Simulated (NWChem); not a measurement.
The numbers come from NWChem runs, not from measurements. System: propane (C3H8), charge 0, spin multiplicity 1, at a geometry optimised with PBE0/def2-SVP. Level: RI-MP2/cc-pVDZ, 3 core orbitals frozen.

Input file:

```
start mol
memory heap 200 mb stack 900 mb global 1100 mb
geometry units angstroms nocenter noautoz
  C     -1.271094     0.000000    -0.256775
  C      0.000000     0.000000     0.579290
  C      1.271094     0.000000    -0.256775
  H     -2.173992     0.000000     0.373178
  H     -1.321208     0.887507    -0.908670
  H     -1.321208    -0.887507    -0.908670
  H      0.000000    -0.879152     1.246941
  H      0.000000     0.879152     1.246941
  H      2.173992     0.000000     0.373178
  H      1.321208    -0.887507    -0.908670
  H      1.321208     0.887507    -0.908670
  symmetry group C2v
end
basis spherical
  * library cc-pvdz
end
basis "ri-mp2 basis" spherical
  * library cc-pvdz-ri
end
scf
  rhf
  nopen 0
  maxiter 100
  thresh 1e-7
  semidirect memsize 60000000 filesize 0
end
mp2
  freeze core 3
end
task rimp2 energy
```

Part of the output:

```
             Northwest Computational Chemistry Package (NWChem) 7.3.0
             --------------------------------------------------------

                                NWChem Input Module
                                -------------------

 Scaling coordinates for geometry "geometry" by  1.889725989
 (inverse scale =  0.529177249)

 Turning off AUTOSYM since
 SYMMETRY directive was detected!

                             Geometry "geometry" -> ""
                             -------------------------

 Output coordinates in angstroms (scale by  1.889725989 to convert to a.u.)

  No.       Tag          Charge          X              Y              Z
 ---- ---------------- ---------- -------------- -------------- --------------
    1 C                    6.0000    -1.27109400     0.00000000    -0.25677500
    2 C                    6.0000     0.00000000     0.00000000     0.57929000
    3 C                    6.0000     1.27109400     0.00000000    -0.25677500
    4 H                    1.0000    -2.17399200     0.00000000     0.37317800
    5 H                    1.0000    -1.32120800     0.88750700    -0.90867000
    6 H                    1.0000    -1.32120800    -0.88750700    -0.90867000
    7 H                    1.0000     0.00000000    -0.87915200     1.24694100
    8 H                    1.0000     0.00000000     0.87915200     1.24694100
    9 H                    1.0000     2.17399200     0.00000000     0.37317800
   10 H                    1.0000     1.32120800    -0.88750700    -0.90867000
   11 H                    1.0000     1.32120800     0.88750700    -0.90867000

 Effective nuclear repulsion energy (a.u.)      82.3926212369

            Nuclear Dipole moment (a.u.)
            ----------------------------
        X                 Y               Z
 ---------------- ---------------- ----------------
     0.0000000000     0.0000000000    -0.0000037795

      Symmetry information
      --------------------

 Group name             C2v
 Group number             16
 Group order               4
 No. of unique centers     5

      Symmetry unique atoms
[...]
 Summary of "ri-mp2 basis" -> "ri-mp2 basis" (spherical)
 ------------------------------------------------------------------------------
       Tag                 Description            Shells   Functions and Types
 ---------------- ------------------------------  ------  ---------------------
 C                         cc-pvdz-ri               18       56   7s5p4d2f
 H                         cc-pvdz-ri                6       14   3s2p1d

 SCF Reference Information:
            File: './mol.movecs'
           Title: ''
    Size (AOxMO):     82 x     82
       Total Occ:              26.00
 RI-MP2 Calculation Information:
          Nr. of AO basis functions:         82
     Nr. of fitting basis functions:        280
               Nr. of MO spin cases:          1
        Nr. of MOs to be correlated:         79
     Nr. of occupied MOs correlated:         10
      Nr. of virtual MOs correlated:         69

          RI integral approximation: 'V'
    Threshold for Schwarz screening:  1.000E-09
 Smallest eigenvalue retained in fit  1.000E-08
    Type of storage for MO integrals 'EAF library'

 Transformation block size   10, requiring     1 integral passes.
 XForm_3cInts: Completed     1:   10 pass.
 Energy evaluation using block sizes    10   10
 RIMP2_V_E2: Approx. ints. done (    1:   10,    1:   10)
 RIMP2_V_E2: Copy to B done (    1:   10,    1:   10)
 RIMP2_V_E2: Denominators done (    1:   10,    1:   10)
 RIMP2_V_E2: Completed block (    1:   10,    1:   10)

          -------------------------------------------
          SCF energy                -118.272095967989
          Correlation energy          -0.445804860755
          Total MP2 energy          -118.717900828743
          -------------------------------------------

 -----------------------
 Performance information
 -----------------------

 Timer overhead =  1.58D-07 seconds/call

               Nr. of calls         CPU time (s)                 Wall time (s)                GFlops
             ---------------    -------------------     ------------------------------   -------------------
Name         Min   Avg   Max    Min     Avg     Max     Min     Avg     Max   Mx/calls   Min     Max     Sum
Overall       1     1     1    1.1     1.1     1.1      1.1     1.1     1.1     1.1      0.0     0.0     0.0
3c integr     1     1     1   0.42    0.42    0.42     0.42    0.42    0.42    0.42      0.0     0.0     0.0
Energy        1     1     1   4.85E-2 4.85E-2 4.85E-2  4.85E-2 4.85E-2 4.85E-2 4.85E-2   0.0     0.0     0.0
3c integr     1     1     1   0.41    0.41    0.41     0.41    0.41    0.41    0.41      0.0     0.0     0.0
First 2/3     3     3     3   2.61E-3 2.61E-3 2.61E-3  2.61E-3 2.61E-3 2.61E-3 8.69E-4   0.0     0.0     0.0
Final 1/3     1     1     1   3.74E-3 3.74E-3 3.74E-3  3.74E-3 3.74E-3 3.74E-3 3.74E-3   0.0     0.0     0.0
Write 3c      1     1     1   6.64E-4 6.64E-4 6.64E-4  6.65E-4 6.65E-4 6.65E-4 6.65E-4   0.0     0.0     0.0
Read 3c i     1     1     1   2.20E-4 2.20E-4 2.20E-4  2.21E-4 2.21E-4 2.21E-4 2.21E-4   0.0     0.0     0.0
Fitting b     1     1     1   5.10E-2 5.10E-2 5.10E-2  5.10E-2 5.10E-2 5.10E-2 5.10E-2   0.0     0.0     0.0
Schwarz i     1     1     1   4.80E-3 4.80E-3 4.80E-3  4.80E-3 4.80E-3 4.80E-3 4.80E-3   0.0     0.0     0.0
Form 4ci      1     1     1   7.17E-3 7.17E-3 7.17E-3  7.17E-3 7.17E-3 7.17E-3 7.17E-3   0.0     0.0     0.0
Form A &      1     1     1   3.80E-2 3.80E-2 3.80E-2  3.80E-2 3.80E-2 3.80E-2 3.80E-2   0.0     0.0     0.0
Denominat     1     1     1   3.15E-4 3.15E-4 3.15E-4  3.14E-4 3.14E-4 3.14E-4 3.14E-4   0.0     0.0     0.0
Pair Ener     1     1     1   1.33E-3 1.33E-3 1.33E-3  1.33E-3 1.33E-3 1.33E-3 1.33E-3   0.0     0.0     0.0

 The average no. of pstat calls per process was 1.60D+01
 with a timing overhead of 2.54D-06s

 Task  times  cpu:        1.1s     wall:        1.1s

 Total times  cpu:        1.1s     wall:        1.1s
```
